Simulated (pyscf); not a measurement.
## Routes from `[GaH][AsH2]` [doublet]

Candidate steps break at most two bonds and form at most two. Each was searched with GFN2-xTB (tblite) first. Structures and frequencies: ωB97X-D3(BJ)/def2-SVP in PySCF. Energies: ωB97M-D3(BJ)/def2-TZVP, eV, from the reactant's lowest minimum found, doublet surface; ΔG‡ with ideal gas, 1 atm, RRHO with modes under 100 cm⁻¹ raised to 100, one conformer, R ln 2 for chiral ones without a mode under 150 cm⁻¹.

```tsv
products	type	ΔE‡	ΔE	ΔG‡ 298 K	ΔG‡ 900 K	ν‡ (cm⁻¹)
H₂Ga–AsH•	hydrogen shift	1.17	-0.12	1.13	1.23	1469i
[Ga=AsH]• + H₂	elimination	1.26	+0.45	1.16	1.21	1632i
HGa=As• + H₂	1,1-elimination	1.83	+0.89	1.81	1.87	849i
```

Row 3: On the reactant side the descent ends in a point that may be a rotor saddle (no frequency run), 0.07 eV over the lowest minimum found and 1.82 eV under the saddle at ωB97X-D3(BJ)/def2-TZVP. 

Plain bond fissions and candidates not yet searched are not listed, and one of them may be faster. Each barrier is that of the saddle found; lower ones may exist. The term symbol of open-shell HGa=As• was not checked; spin-orbit terms and orbital degeneracy are left out. Elements up to Kr have no core potential and no relativistic terms here.
